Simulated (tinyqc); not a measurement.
Worked calculation: Pariser-Parr-Pople SCF with singles CI, for the molecule C=C1C=C1 (SMILES; centres numbered as the heavy atoms are written). One step of it, computed by the program tinyqc.

Problem. Iteration 1: Fock matrix. F_rr = H_rr + P_rr gamma_rr / 2 + sum_(s != r) P_ss gamma_rs; F_rs = H_rs - P_rs gamma_rs / 2; E = tr P (H + F) / 2 + core repulsion sum_(r<s) z_r z_s gamma_rs.

P at the start, lower triangle:
```
           1C        2C        3C        4C
1C   1.488056
2C   0.758288  0.876828
3C  -0.305614  0.452674  0.817558
4C  -0.305614  0.452674  0.817558  0.817558
```

core matrix H (eV), lower triangle:
```
            1C          2C          3C          4C
1C  -22.741437
2C   -2.390000  -26.329895
3C    0.000000   -2.390000  -24.535666
4C    0.000000   -2.390000   -2.390000  -24.535666
```

repulsion gamma_rs (eV), lower triangle:
```
           1C         2C         3C         4C
1C  11.530000
2C   5.436115  11.530000
3C   3.642661   5.436890  11.530000
4C   3.642661   5.436890   5.436115  11.530000
```

Centres (angstrom, eV; a flat drawing with bonds scaled to 1.40 angstrom):
```
centre          x          y  core charge z          W   gamma_rr
1C       1.656000   0.000000              1  10.020000  11.530000
2C       0.256000   0.000000              1  10.020000  11.530000
3C      -0.956000   0.700000              1  10.020000  11.530000
4C      -0.956000  -0.700000              1  10.020000  11.530000
```

Give: F; pi energy.

Solution.

F (eV), lower triangle:
```
        1C      2C      3C      4C
1C  -3.440
2C  -4.451  -4.296
3C   0.557  -3.621  -5.190
4C   0.557  -3.621  -4.612  -5.190
```

pi energy = -44.872 eV
